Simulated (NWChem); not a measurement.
# C3HN (cyanoacetylene): the vertical ionisation energy from total energies

C3HN: 5 atoms, total charge 0, spin state singlet. As SMILES, `C#CC#N`. The shape is that of a PBE0-D4/def2-TZVP optimisation.

Both states at this one shape; open shells run unrestricted unless said. 1 Eh = 27.2114 eV.

| level | program | singlet C3HN (Eh) | doublet C3HN+ (Eh) |
| --- | --- | --- | --- |
| SVWN5/def2-TZVP | NWChem | -168.140471 | -167.711203 |
| PBE0/def2-SVP | NWChem | -169.237353 | -168.814921 |
| PBE0/def2-TZVPP | NWChem | -169.427944 | -169.007356 |
| PBE0/def2-TZVP | NWChem | -169.427609 | -169.007054 |

Problem. Work out the vertical ionisation energy at each level.

Solution. 
1. SVWN5/def2-TZVP: -167.711203 − (-168.140471) = 0.429268 Eh = 11.68 eV.
2. PBE0/def2-SVP: -168.814921 − (-169.237353) = 0.422432 Eh = 11.49 eV.
3. PBE0/def2-TZVPP: -169.007356 − (-169.427944) = 0.420588 Eh = 11.44 eV.
4. PBE0/def2-TZVP: -169.007054 − (-169.427609) = 0.420555 Eh = 11.44 eV.

No measured value is set beside it here; the levels span 11.44 to 11.68 eV.
